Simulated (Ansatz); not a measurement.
Heat of formation of C3H3N (acrylonitrile) from total energies

C3H3N: 7 atoms, total charge 0, spin state singlet. As SMILES, `C=CC#N`. The shape is that of a PBE0-D4/def2-TZVP optimisation.

Total energies at RPA@PBE/cc-pVDZ, 4 core orbitals frozen (Ansatz 0.2.0); the atoms run unrestricted:

```tsv
species	state	energy (Eh)
C3H3N	singlet	-170.591283
C	triplet	-37.817494
N	quartet	-54.532869
H	doublet	-0.512761
```

Harmonic wavenumbers at PBE0-D4/def2-TZVP, in cm⁻¹: 238, 354, 585, 717, 893, 995, 1011, 1110, 1317, 1443, 1696, 2364, 3174, 3194, 3271.

Measured heats of formation of the gaseous atoms at 298.15 K, in kJ/mol: C 716.9, N 472.4, H 218.0. Take 1 Eh = 2625.50 kJ/mol, 1 cm⁻¹ = 0.0119627 kJ/mol, RT = 2.479 kJ/mol.

What heat of formation follows?


1. Electronic atomisation energy: 3 × (-37.817494) + (-54.532869) + 3 × (-0.512761) − (-170.591283) = 1.067649 Eh = 2803.1 kJ/mol.
2. Zero-point energy: half the sum of the wavenumbers, 11181 cm⁻¹ = 133.8 kJ/mol.
3. Thermal vibrational enthalpy, Σ hcν̃/(exp(hcν̃/kT) − 1): 3.4 kJ/mol. Translation, rotation and pV of a non-linear molecule: 4 RT = 9.9 kJ/mol.
4. The 7 free atoms carry 5/2 RT each: 43.4 kJ/mol.
5. Spin-orbit coupling lowers the free atoms by 3 × 0.02 = 0.1 kJ/mol.
6. Atomisation enthalpy at 298 K: 2803.1 − 0.1 − 133.8 − 3.4 − 9.9 + 43.4 = 2699.3 kJ/mol.
7. Sum of the atoms' heats of formation: 3277.1 kJ/mol. Heat of formation: 3277.1 − 2699.3 = +577.8 kJ/mol.

The tabulated value is +180.6 kJ/mol (CRC Handbook of Chemistry and Physics), so this level is off by +397.2 kJ/mol, or 12.8 % of the atomisation enthalpy. Anharmonicity and any spin-orbit splitting of the molecule are left out, and so is core correlation.
